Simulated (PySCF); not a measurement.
chlorocyclopropane, C₃H₅Cl, SMILES ClC1CC1, point group Cs.

Level: B3LYP/pcSseg-1 in PySCF (density fitting, grid level 2); geometry and Hessian at that level, cubic constants and property derivatives from steps of ±0.6 along each species' dimensionless normal coordinates, second-order vibrational perturbation theory. The parent has the commonest isotopes.

Equilibrium geometry in the parent's principal axes a, b, c (Å):

| atom | a | b | c |
| --- | --- | --- | --- |
| Cl1 | 1.31 | 0.00 | -0.08 |
| C2 | -0.36 | 0.00 | 0.55 |
| C3 | -1.43 | 0.76 | -0.17 |
| C4 | -1.43 | -0.76 | -0.17 |
| H5 | -0.36 | 0.00 | 1.64 |
| H6 | -1.15 | 1.26 | -1.10 |
| H7 | -2.17 | 1.29 | 0.42 |
| H8 | -1.15 | -1.26 | -1.10 |
| H9 | -2.17 | -1.29 | 0.42 |

Ground-state constants (MHz). Parent: 16448.6, 3779.4, 3507.7. A species with one ²H: 15560.0, 3645.1, 3358.6.

Problem. Which position carries the label?

Solution. Moments I = 505379/B are 30.7248, 133.7183, 144.0786 and 32.4794, 138.6448, 150.4723 u Å². With M = 76.0080 u and Δm = 1.0063 u, μ = MΔm/(M + Δm) = 0.9931 u. Kraitchman's equations give |a|, |b|, |c| = 2.176, 1.294, 0.417 Å. That is H7 or the like H9, whose equilibrium values are 2.167, 1.291, 0.423 Å.
